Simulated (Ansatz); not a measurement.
Reaction (SMILES): C#CC + 4 [H][H] (H2) → 3 C (CH4)
B3LYP-D3(BJ)/def2-TZVP geometries, fixed; electronic energies without zero-point terms.
Largest species:
```xyz
7

C     -0.0011    -0.0004     0.2181
C     -0.0068    -0.0029     1.4176
C      0.0060     0.0025    -1.2360
H     -0.0119    -0.0051     2.4795
H      0.0152     1.0232    -1.6237
H      0.8874    -0.5130    -1.6226
H     -0.8790    -0.5002    -1.6311
```

Basis-set convergence of the energy of full hydrogenation at wB97M-V with Ansatz (a program for electronic structure). Cartesian d functions, on some or all atoms, in 6-31G*, 6-31+G*; all else is spherical. The program fits the integrals of some runs and decomposes those of others, by size. The functional holds VV10 correlation; no added dispersion term, no relativity. Functions are those of the species that has most. Reference: the value in def2-QZVPPD, -120.65 kcal/mol, itself unsure by roughly 0.08 kcal/mol (its mean distance from pcseg-3, def2-QZVPP, cc-pVQZ). Deviations are taken from unrounded values.

```json
[
 {"basis": "6-31G*", "functions": "53", "energy of full hydrogenation (kcal/mol)": "-127.64"},
 {"basis": "6-31+G*", "functions": "65", "energy of full hydrogenation (kcal/mol)": "-127.19"},
 {"basis": "cc-pVDZ", "functions": "62", "energy of full hydrogenation (kcal/mol)": "-127.16"},
 {"basis": "aug-cc-pVDZ", "functions": "105", "energy of full hydrogenation (kcal/mol)": "-128.40"},
 {"basis": "def2-SVP", "functions": "62", "energy of full hydrogenation (kcal/mol)": "-128.50"},
 {"basis": "def2-SVPD", "functions": "92", "energy of full hydrogenation (kcal/mol)": "-129.88"},
 {"basis": "pcseg-1", "functions": "62", "energy of full hydrogenation (kcal/mol)": "-125.59"},
 {"basis": "aug-pcseg-1", "functions": "105", "energy of full hydrogenation (kcal/mol)": "-125.08"},
 {"basis": "6-311G**", "functions": "78", "energy of full hydrogenation (kcal/mol)": "-122.25"},
 {"basis": "6-311+G**", "functions": "90", "energy of full hydrogenation (kcal/mol)": "-121.31"},
 {"basis": "def2-TZVP", "functions": "117", "energy of full hydrogenation (kcal/mol)": "-120.27"},
 {"basis": "def2-TZVPD", "functions": "147", "energy of full hydrogenation (kcal/mol)": "-120.25"},
 {"basis": "cc-pVTZ", "functions": "146", "energy of full hydrogenation (kcal/mol)": "-121.51"},
 {"basis": "aug-cc-pVTZ", "functions": "230", "energy of full hydrogenation (kcal/mol)": "-120.98"},
 {"basis": "pcseg-2", "functions": "146", "energy of full hydrogenation (kcal/mol)": "-121.97"},
 {"basis": "aug-pcseg-2", "functions": "230", "energy of full hydrogenation (kcal/mol)": "-121.88"},
 {"basis": "def2-TZVPP", "functions": "149", "energy of full hydrogenation (kcal/mol)": "-121.19"},
 {"basis": "def2-TZVPPD", "functions": "179", "energy of full hydrogenation (kcal/mol)": "-121.10"},
 {"basis": "def2-QZVPP", "functions": "291", "energy of full hydrogenation (kcal/mol)": "-120.65"},
 {"basis": "def2-QZVPPD", "functions": "321", "energy of full hydrogenation (kcal/mol)": "-120.65"}
]
```

What the diffuse functions change, pair by pair:
- 6-31G* to 6-31+G*: 12 more functions, deviation -6.99 to -6.53 kcal/mol
- cc-pVDZ to aug-cc-pVDZ: 43 more functions, deviation -6.51 to -7.75 kcal/mol
- def2-SVP to def2-SVPD: 30 more functions, deviation -7.85 to -9.23 kcal/mol
- pcseg-1 to aug-pcseg-1: 43 more functions, deviation -4.94 to -4.43 kcal/mol
- 6-311G** to 6-311+G**: 12 more functions, deviation -1.60 to -0.66 kcal/mol
- def2-TZVP to def2-TZVPD: 30 more functions, deviation 0.38 to 0.40 kcal/mol
- cc-pVTZ to aug-cc-pVTZ: 84 more functions, deviation -0.86 to -0.33 kcal/mol
- pcseg-2 to aug-pcseg-2: 84 more functions, deviation -1.32 to -1.23 kcal/mol
- def2-TZVPP to def2-TZVPPD: 30 more functions, deviation -0.54 to -0.45 kcal/mol
- def2-QZVPP to def2-QZVPPD: 30 more functions, deviation 0.00 to 0.00 kcal/mol

Leaving out the reference's own pair, they bring the value nearer the reference by more than 0.08 kcal/mol in 6 of 9 pairs.
